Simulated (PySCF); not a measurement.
## XPS shifts beside NMR shieldings

Species: C6H10.
Geometry (PBE0-D3(BJ)/def2-SVP, Å), atoms numbered from 1 in this order:
```
atom  x, y, z in Å
C1     0.4224    2.3841    1.0460
C2     0.2274    1.2890    0.5659
C3    -0.0073   -0.0395   -0.0172
C4    -1.3316   -0.5988    0.5223
C5    -0.0804    0.0882   -1.5457
C6     1.1496   -0.9706    0.3736
H7     0.5953    3.3548    1.4715
H8    -1.3027   -0.6927    1.6178
H9    -1.5216   -1.5956    0.0939
H10   -2.1734    0.0579    0.2577
H11   -0.2552   -0.9007   -1.9983
H12    0.8574    0.4941   -1.9525
H13   -0.9009    0.7563   -1.8461
H14    1.2244   -1.0683    1.4667
H15    2.1091   -0.5855   -0.0016
H16    0.9872   -1.9728   -0.0536
```

Binding energies: delta-SCF UKS SCAN, pcX-2 on the ionised atom, pcseg-1 elsewhere, spin-free X2C in PySCF 2.14.0. Shieldings: GIAO PBE0/pcSseg-1, non-relativistic, same geometry.

```json
{"atom": "C1", "isotropic shielding (ppm)": "110.8"}
{"atom": "C2", "isotropic shielding (ppm)": "88.6"}
{"atom": "C3", "isotropic shielding (ppm)": "156.9"}
{"atom": "C4", "isotropic shielding (ppm)": "151.6"}
```

Question: What are the C 1s binding energies of these atoms?

Answer: 
```json
{"atom": "C1", "environment": "terminal alkyne carbon", "C 1s (eV)": "289.92", "isotropic shielding (ppm)": "110.8"}
{"atom": "C2", "environment": "alkyne carbon", "C 1s (eV)": "290.36", "isotropic shielding (ppm)": "88.6"}
{"atom": "C4", "environment": "methyl carbon", "C 1s (eV)": "290.53", "isotropic shielding (ppm)": "151.6"}
{"atom": "C3", "environment": "propargylic carbon", "C 1s (eV)": "291.43", "isotropic shielding (ppm)": "156.9"}
```

Question: Among the listed atoms, is the one with the highest binding energy also the least shielded?

Answer: No. The highest binding energy is at C3 (291.43 eV, shielding 156.9 ppm), the lowest shielding at C2 (88.6 ppm, 290.36 eV).

By binding energy: C1 < C2 < C4 < C3. By shielding: C2 < C1 < C4 < C3.

Of atoms equivalent by bonding only the ionised one is listed; its partners' own values can differ in this conformer. The unrestricted hole states depart most from a pure doublet (⟨S²⟩ = 0.75; over 0.85 named) for C 1s of C2 (0.87), which makes this value less certain. Isolated species at its PBE0-D3(BJ)/def2-SVP geometry, gas phase.
